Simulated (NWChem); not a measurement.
# One shape, several levels: C2H3F3 (1,1,1-trifluoroethane)

Aim: a comparison of 6 runs (B3LYP/cc-pVDZ, BHLYP/cc-pVDZ, M06-2X/cc-pVDZ, PBE0/cc-pVDZ, TPSS/cc-pVDZ, r2SCAN/cc-pVDZ) of C2H3F3 (1,1,1-trifluoroethane). 

The calculation is run with NWChem 7.3.0.

**1. The molecule**

The species is C2H3F3 (8 atoms), meant as a singlet with charge 0. As SMILES, `CC(F)(F)F`. The C1–C2 distance was set to 2.245 Å, away from the relaxed value. At this shape a bond of the SMILES string is far longer than usual.

Bond lengths: C2–F3 1.341 Å, C2–F4 1.341 Å, C2–F5 1.341 Å, C1–H6 1.089 Å, C1–H7 1.089 Å, C1–H8 1.089 Å. Angles: F3–C2–F4 107.1°, F3–C2–F5 107.1°, F4–C2–F5 107.1°, H6–C1–H7 109.7°, H6–C1–H8 109.6°, H7–C1–H8 109.6°. A long bond or contact: C1–C2 2.245 Å.

**2. The energy at B3LYP/cc-pVDZ (run 1)**

Contents of c2h3f3.nw:

```
start c2h3f3
title "C2H3F3"
memory total 2200 mb

geometry units atomic noautosym nocenter noautoz
  C   -2.27133364  -0.50494994   1.73690208
  C    1.05371129   0.20768090  -0.80067696
  F    3.19892838  -0.72187538   0.17744528
  F    0.74681976  -0.86587251  -3.07590721
  F    1.42523144   2.68397801  -1.19033849
  H   -1.94289924   0.39701634   3.55746423
  H   -2.50301406  -2.53281504   2.00089682
  H   -3.96679592   0.27853051   0.87235238
end

basis spherical bse
  * library cc-pVDZ
end

dft
  xc b3lyp
  mult 1
  grid xfine
  convergence energy 1e-08
  iterations 100
  mulliken
  noprint "final vectors analysis"
end

task dft energy
```

The run is started by

```
nwchem c2h3f3.nw > c2h3f3.out
```

The program printed:

```text
[...]
          Wavefunction type:  closed shell.
          No. of atoms     :     8
          No. of electrons :    42
[...]
          Charge           :     0
          Spin multiplicity:     1
[...]
          AO basis - number of functions:    85
[...]
              XC Information
              --------------
                         B3LYP Method XC Potential
                     Hartree-Fock (Exact) Exchange  0.200
                        Slater Exchange Functional  0.800 local
                    Becke 1988 Exchange Functional  0.720 non-local
              Lee-Yang-Parr Correlation Functional  0.810
                  VWN I RPA Correlation Functional  0.190 local
[...]
 d= 0,ls=0.0,diis     1   -377.2843227031 -5.63D+02  1.95D-02  1.72D+00     3.2
[...]
 d= 0,ls=0.0,diis     8   -377.4790631328 -3.18D-09  4.21D-06  2.42D-07    22.9
         Total DFT energy =     -377.479063132761
      One electron energy =     -891.439431960012
           Coulomb energy =      371.339062367273
    Exchange-Corr. energy =      -43.244182921059
 Nuclear repulsion energy =      185.865489381038
[...]
      Total Density - Mulliken Population Analysis
     ---------------------------------------------
    Atom       Charge   Shell Charges
 -----------   ------   -------------------------------------------------------
    1 C    6     6.15   2.01  0.67  0.52  1.96  0.96  0.03
    2 C    6     5.61   2.01  0.72  0.36  1.76  0.49  0.27
    3 F    9     9.14   2.01  0.90  0.98  3.34  1.91  0.01
    4 F    9     9.14   2.01  0.90  0.98  3.34  1.91  0.01
    5 F    9     9.14   2.01  0.90  0.98  3.34  1.91  0.01
    6 H    1     0.94   0.73  0.17  0.03
    7 H    1     0.94   0.73  0.17  0.03
    8 H    1     0.94   0.73  0.17  0.03
[...]
```

Run time: 24 s. Hardware: 1 thread of Intel Xeon Platinum 8488C (Sapphire Rapids), shared host; peak memory 0.13 GiB.

**3. The energy at BHLYP/cc-pVDZ (run 2)**

Contents of c2h3f3.nw:

```
start c2h3f3
memory 2200 mb

geometry units angstrom noautosym nocenter noautoz
 C     -1.201938    -0.267208     0.919129
 C      0.557600     0.109900    -0.423700
 F      1.692800    -0.382000     0.093900
 F      0.395200    -0.458200    -1.627700
 F      0.754200     1.420300    -0.629900
 H     -1.028138     0.210092     1.882529
 H     -1.324538    -1.340308     1.058829
 H     -2.099138     0.147392     0.461629
end

basis spherical bse
 * library cc-pVDZ
end

dft
 xc bhlyp
 mult 1
 grid xfine
 convergence energy 1e-08
 maxiter 100
 mulliken
end

task dft energy
```

The run is started by

```
nwchem c2h3f3.nw > c2h3f3.out
```

The program printed:

```text
[...]
          Wavefunction type:  closed shell.
          No. of atoms     :     8
          No. of electrons :    42
[...]
          Charge           :     0
          Spin multiplicity:     1
[...]
          AO basis - number of functions:    85
[...]
              XC Information
              --------------
                        BHLYP Method XC Functional
                     Hartree-Fock (Exact) Exchange  0.500
                        Slater Exchange Functional  0.500 local
                    Becke 1988 Exchange Functional  0.500 non-local
              Lee-Yang-Parr Correlation Functional  1.000
[...]
 d= 0,ls=0.0,diis     1   -377.1367094057 -5.63D+02  1.49D-02  1.49D+00     3.2
[...]
 d= 0,ls=0.0,diis    10   -377.3107675643 -8.68D-10  2.46D-07  4.35D-10    29.3
         Total DFT energy =     -377.310767564250
      One electron energy =     -891.408384789438
           Coulomb energy =      371.329236942092
    Exchange-Corr. energy =      -43.097122255657
 Nuclear repulsion energy =      185.865502538753
[...]
      Total Density - Mulliken Population Analysis
     ---------------------------------------------
    Atom       Charge   Shell Charges
 -----------   ------   -------------------------------------------------------
    1 C    6     6.16   2.01  0.66  0.54  1.92  0.99  0.03
    2 C    6     5.51   2.01  0.71  0.35  1.71  0.46  0.28
    3 F    9     9.19   2.00  0.91  0.99  3.34  1.95  0.01
    4 F    9     9.19   2.00  0.91  0.99  3.34  1.95  0.01
    5 F    9     9.19   2.00  0.91  0.99  3.34  1.95  0.01
    6 H    1     0.92   0.73  0.16  0.03
    7 H    1     0.92   0.73  0.16  0.03
    8 H    1     0.92   0.73  0.16  0.03
[...]
```

Run time: 30 s. Hardware: 1 thread of Intel Xeon Platinum 8488C (Sapphire Rapids), shared host; peak memory 0.13 GiB.

Runs 3 to 5 aren't shown in full; the table further down has their settings and results.

**4. The energy at r2SCAN/cc-pVDZ (run 6)**

Contents of m1.nw:

```
start m1
title "C2H3F3 r2SCAN"
memory total 2200 mb

geometry units angstrom noautosym nocenter noautoz
  C    -1.201938   -0.267208    0.919129
  C     0.557600    0.109900   -0.423700
  F     1.692800   -0.382000    0.093900
  F     0.395200   -0.458200   -1.627700
  F     0.754200    1.420300   -0.629900
  H    -1.028138    0.210092    1.882529
  H    -1.324538   -1.340308    1.058829
  H    -2.099138    0.147392    0.461629
end

basis spherical bse
  * library cc-pVDZ
end

dft
  xc r2scan
  grid xfine
  convergence energy 1e-08
  iterations 100
  mulliken
end

task dft energy
```

The run is started by

```
nwchem m1.nw > m1.out
```

The program printed:

```text
[...]
          Wavefunction type:  closed shell.
          No. of atoms     :     8
          No. of electrons :    42
[...]
          Charge           :     0
          Spin multiplicity:     1
[...]
          AO basis - number of functions:    85
[...]
              XC Information
              --------------
                      r^2SCAN Method XC Functional
               r^2SCAN metaGGA Exchange Functional  1.000
                     r^2SCAN Correlation Potential  1.000
[...]
 d= 0,ls=0.0,diis     1   -377.1238137491 -5.63D+02  2.09D-02  1.70D+00     4.0
[...]
 d= 0,ls=0.0,diis    11   -377.3152671310 -8.42D-10  1.34D-07  7.25D-10    40.0
         Total DFT energy =     -377.315267130981
      One electron energy =     -891.309593463870
           Coulomb energy =      371.192856263693
    Exchange-Corr. energy =      -43.064032469557
 Nuclear repulsion energy =      185.865502538753
[...]
      Total Density - Mulliken Population Analysis
     ---------------------------------------------
    Atom       Charge   Shell Charges
 -----------   ------   -------------------------------------------------------
    1 C    6     6.20   2.01  0.67  0.56  1.94  1.01  0.02
    2 C    6     5.58   2.01  0.74  0.35  1.74  0.48  0.27
    3 F    9     9.15   2.01  0.91  0.98  3.32  1.92  0.01
    4 F    9     9.15   2.01  0.91  0.99  3.32  1.92  0.01
    5 F    9     9.15   2.01  0.91  0.98  3.32  1.92  0.01
    6 H    1     0.92   0.73  0.16  0.03
    7 H    1     0.92   0.73  0.16  0.03
    8 H    1     0.92   0.73  0.16  0.03
[...]
```

It took 41 s on 1 thread of Intel Xeon Platinum 8488C (Sapphire Rapids), shared host; peak memory 0.13 GiB.

**5. The series**

| run | level | energy (Eh) | dipole moment (D) | wall time |
| --- | --- | --- | --- | --- |
| 1 | B3LYP/cc-pVDZ | -377.479063 | 1.93 | 24 s |
| 2 | BHLYP/cc-pVDZ | -377.310768 | 2.43 | 30 s |
| 3 | M06-2X/cc-pVDZ | -377.344585 | 2.17 | 31 s |
| 4 | PBE0/cc-pVDZ | -377.102802 | 1.96 | 24 s |
| 5 | TPSS/cc-pVDZ | -377.524632 | 1.69 | 41 s |
| 6 | r2SCAN/cc-pVDZ | -377.315267 | 1.77 | 41 s |

**6. Results**

| quantity | value |
| --- | --- |
| run 6: total energy | -377.31527 Eh |
| run 6: dipole moment | 1.77 D |
| run 6: HOMO energy | -7.45 eV |
| run 6: LUMO energy | -2.13 eV |
| run 6: HOMO–LUMO gap | 5.32 eV |

In words: The dipole moment (its size) runs from 1.69 D (TPSS/cc-pVDZ) to 2.43 D (BHLYP/cc-pVDZ). Over runs 2, 3, 4, 6 the HOMO–LUMO gap runs from 5.32 eV (r2SCAN/cc-pVDZ) to 9.50 eV (BHLYP/cc-pVDZ). Totals of different functionals can't be ranked against each other. All runs together took 3.2 min, the longest 41 s.
